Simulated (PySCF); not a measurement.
SiH4.
SMILES: `[SiH4]`

Level of theory: MP2 and CCSD/aug-cc-pVDZ in PySCF, restricted Hartree–Fock reference, 5 core orbitals frozen, non-relativistic, gas phase, PBE0-D3(BJ)/def2-SVP geometry.

E(HF) = -291.24319 Eh.

Task: How large is the problem?

Result: 63 basis functions and 18 electrons; 5 orbitals frozen, which leaves o = 4 correlated occupied and v = 54 virtual orbitals. That is o·v = 216 singles and o·v(o·v + 1)/2 = 23436 distinct closed-shell doubles amplitudes before symmetry; the costliest CCSD step grows as o²v⁴ = 1.4 × 10^8.

Task: What are the MP2 and CCSD correlation energies?

Result: MP2 -0.1218 Eh and CCSD -0.1537 Eh, which gives totals of -291.36497 and -291.39685 Eh. That is 0.523 eV for each correlated electron at CCSD (403 kJ/mol in all, 0.053 % of the total energy); MP2 gives 79.3 % of the CCSD value.

Task: What is the T1 diagnostic?

Result: 0.0106, below the customary warning level of 0.02. It is the norm of the spatial-orbital singles amplitudes over the root of the number of correlated electrons, so the norm is 0.030.

No triples correction and no basis-set extrapolation were made.
